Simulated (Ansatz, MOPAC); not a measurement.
Scan of H6, lowest singlet found (which spin is the ground state isn't settled by this scan): regular ring of 6 H atoms, symmetric stretch. Scanned: H-H side.

- AM1, restricted, heats of formation (MOPAC)
- FCI/aug-cc-pVDZ = full CI/aug-cc-pVDZ, frozen core (Ansatz, a first-principles code)

Energies relative to the lowest point of each profile, in kJ/mol:

```tsv
r / Å	AM1
0.63	1074.7
0.77	307.7
0.84	118.3
1.03	16.3
1.12	94.0
1.23	236.9
1.35	417.6
1.71	967.2
1.98	1329.1
2.25	1620.2
2.61	1901.1
3.06	2123.7
```

**Question.** What does FCI/aug-cc-pVDZ give at the same points?

**Answer.** 0.63: 1244.2; 0.77: 337.8; 0.84: 137.8; 1.03: 0.0; 1.12: 42.7; 1.23: 136.6; 1.35: 263.8; 1.71: 639.6; 1.98: 831.4; 2.25: 939.2; 2.61: 1003.7; 3.06: 1030.3 (kJ/mol).
